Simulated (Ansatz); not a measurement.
**C4H4: a ladder of functionals and wavefunction methods**

Aim: compute C4H4 with functionals from several rungs and with coupled cluster. The yardstick is the atomisation energy at the CCSD(T) limit.

Program: Ansatz 0.2.0, Gaussian basis. Level of theory: functionals in def2-TZVPP, the program's frozen cores in correlated methods. These are calculated values, not measurements.

Plan: LDA (SPW92), PBE-D4, revPBE-D4, BLYP-D4, r2SCAN-D4, B97M-V, PBE0-D4, B3LYP-D4, r2SCANh-D4, r2SCAN0-D4, HSE06-D4, BHLYP-D4, CAM-B3LYP-D4, LC-ωPBE, ωB97X-V, ωB97M-V, B2PLYP, PBE-QIDH; CCSD(T)/def2-SVP; CCSD(T)/def2-TZVPP; MP2/def2-QZVPP; extrapolation to the limit; RPA on PBE.

## (1) The geometry

An earlier PBE0-D4 in a triple-zeta def2 set relaxation fixed the geometry.

SMILES `C=C1C=C1`, 8 atoms, charge 0, spin multiplicity 1.

Atoms are counted from 1 here; the program's logs count them from 0.

Bond lengths: C1–C2 1.324 Å, C1–H5 1.082 Å, C1–H6 1.082 Å, C2–C3 1.432 Å, C2–C4 1.432 Å, C3–C4 1.313 Å, C3–H7 1.078 Å, C4–H8 1.078 Å. Angles: C2–C1–H5 120.8°, C2–C1–H6 120.8°, H5–C1–H6 118.3°, C1–C2–C3 152.7°, C1–C2–C4 152.7°, C3–C2–C4 54.6°, C2–C3–C4 62.7°, C2–C3–H7 149.4°, C4–C3–H7 147.9°, C2–C4–C3 62.7°, C2–C4–H8 149.4°, C3–C4–H8 147.9°.

Geometry (Å):

```xyz
8
C4H4
C    -0.8151    1.1954   -0.1734
C    -0.0697    0.1110   -0.0233
C     1.1879   -0.5592    0.1190
C     0.1055   -1.3029    0.1229
H    -1.8931    1.1233   -0.2335
H    -0.3614    2.1755   -0.2389
H     2.2631   -0.5111    0.1812
H    -0.3249   -2.2890    0.1904
```

## (2) LDA

This LDA is Slater exchange with PW92 correlation.

in.yaml reads:

```yaml
crystal:
  periodic: [false, false, false]
  atoms:
    - {symbol: C, position_ang: [-0.815148, 1.195354, -0.173405]}
    - {symbol: C, position_ang: [-0.069726, 0.111025, -0.023319]}
    - {symbol: C, position_ang: [1.187892, -0.559248, 0.118989]}
    - {symbol: C, position_ang: [0.105463, -1.302860, 0.122853]}
    - {symbol: H, position_ang: [-1.893130, 1.123281, -0.233539]}
    - {symbol: H, position_ang: [-0.361380, 2.175483, -0.238943]}
    - {symbol: H, position_ang: [2.263084, -0.511127, 0.181217]}
    - {symbol: H, position_ang: [-0.324857, -2.289007, 0.190444]}
basis:
  gaussian: {orbitals: def2-TZVPP}
hamiltonian: {xc: lda}
output: {orbitals: {seedname: orbitals}}
```

Run with:

```console
$ ansatz run in.yaml --threads 2 --pin off --events-out ev --progress --plain --max-ram 4352MiB
```

After this run come: PBE-D4 (GGA); revPBE-D4 (GGA); BLYP-D4 (GGA); r2SCAN-D4 (meta-GGA); B97M-V (meta-GGA); PBE0-D4 (hybrid); B3LYP-D4 (hybrid); r2SCANh-D4 (hybrid); r2SCAN0-D4 (hybrid); HSE06-D4 (hybrid); BHLYP-D4 (hybrid); CAM-B3LYP-D4 (range-separated); LC-ωPBE (range-separated); ωB97X-V (range-separated); ωB97M-V (range-separated); B2PLYP (double hybrid); PBE-QIDH (double hybrid); CCSD(T) in def2-SVP; CCSD(T) in def2-TZVPP; MP2 in def2-QZVPP; RPA on PBE orbitals.

Before running them: what should the planned runs give, taken together? Wanted: atomisation energy, CCSD(T)/CBS; farthest beyond LDA; mean size of error, GGA; mean size of error, meta-GGA; mean size of error, hybrid; mean size of error, range-separated; mean size of error, double hybrid; gap, smallest and largest; T1 diagnostic.

**Answer**, as computed:

| quantity | value |
| --- | --- |
| atomisation energy, CCSD(T)/CBS | 35.855 eV |
| functionals within 0.179 eV (0.5 %) | r2SCAN0-D4, ωB97X-V, B2PLYP |
| farthest beyond LDA | PBE-D4 (+1.627 eV) |
| mean size of error, GGA | 0.859 eV |
| mean size of error, meta-GGA | 0.419 eV |
| mean size of error, hybrid | 0.544 eV |
| mean size of error, range-separated | 0.291 eV |
| mean size of error, double hybrid | 0.182 eV |
| gap, smallest and largest | 3.26 eV (LDA (SPW92)), 10.49 eV (LC-ωPBE) |
| T1 diagnostic | 0.0125 |
| triples share of the correlation energy | 4.8 % |

What this shows: The LDA atomisation energy is off by 5.964 eV (17 %): it overbinds. PBE-D4 misses by +1.627 eV. Double hybrids carry the basis error of their MP2 part in triple zeta, and no dispersion term here, so their miss is partly the set-up's. Taken by rung, double hybrid functionals do best (0.182 eV on average) and GGA ones worst beyond LDA (0.859 eV). The reference freezes the cores and leaves out relativity and excitations past (T), so misses under about 0.179 eV can't be ranked. Hartree-Fock recovers 73 % of the binding; the rest is correlation. CCSD(T) in def2-SVP is off by -1.317 eV, which most functionals beat. Orbital gaps span 3.3 to 10.5 eV; exact exchange widens them.
